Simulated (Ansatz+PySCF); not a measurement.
# triplet NH: levels of theory in one basis

```xyz
2

N     0.0000    0.0000   -0.1636
H     0.0000    0.0000    1.1449
```

Basis set: 6-31G (spherical functions). Frozen core: 1 orbital. Correlation on ROHF uses semicanonical orbitals with singles. Charge 0, multiplicity 3.

Computed with Ansatz (development build ahead of 0.2.0); each method stands on the lowest determinant of its kind that the runs found.

```
                            method  E − E(ROHF) (eV)  <S²> of the determinant
                              ROHF              0.00                     2.00
                               UHF             -0.24                     2.12
                          ROHF-MP2             -1.82                        –
                           UHF-MP2             -1.79                     2.12
                         ROHF-CCSD             -2.34                        –
                          UHF-CCSD             -2.34                     2.12
                      ROHF-CCSD(T)             -2.37                        –
full CI (lowest root of this spin)             -2.38                        –
```

At such a shape the full CI root can have another spatial symmetry than the determinants, so the rows needn't describe one state.

Q: Is a single determinant a sound starting point here?

A: Only with care. Unrestricted orbitals gain 0.24 eV and <S²> is 2.12 against 2.00 for a pure state, a contamination that matters most for the unrestricted series.

Caution for UHF, UHF-MP2, UHF-CCSD: the unrestricted determinant is spin contaminated. Caution for ROHF-MP2, UHF-MP2, ROHF-CCSD, UHF-CCSD, ROHF-CCSD(T): bonds are stretched, where a single reference can fail.
